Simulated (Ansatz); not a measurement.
bcc Fe, treated with r²SCAN0 (Ansatz, a program for electronic structure, PAW).

Run with plane-wave cutoff 520 eV, 16×16×16 k mesh, Fermi–Dirac smearing 0.05 eV, spin-polarised with parallel moments, scalar-relativistic PAW data made under PBE.

Cell (relaxed at this level):

```
Fe
1.0
   -1.45263     1.45263     1.45263
    1.45263    -1.45263     1.45263
    1.45263     1.45263    -1.45263
Fe
1
Cartesian
  0.00000   0.00000   0.00000
```
Starting moments (μB, in the order of the record's atoms Fe): 2.5.

### Question
Give the computed bulk modulus and magnetic moment per atom (the cell's total over its atoms).

### Answer

- bulk modulus: 157 GPa
- magnetic moment per atom (the cell's total over its atoms): 2.88 μB

Measured, for comparison: bulk modulus 174 GPa (corrected for temperature and zero-point phonon effects, our sources range from 170 to 175; as tabulated in Levämäki et al. (2014), arXiv:1402.3671). Computed (rounded) less measured: bulk modulus -10 % (-8 % to -10 % over the range).

Moments are spin moments.
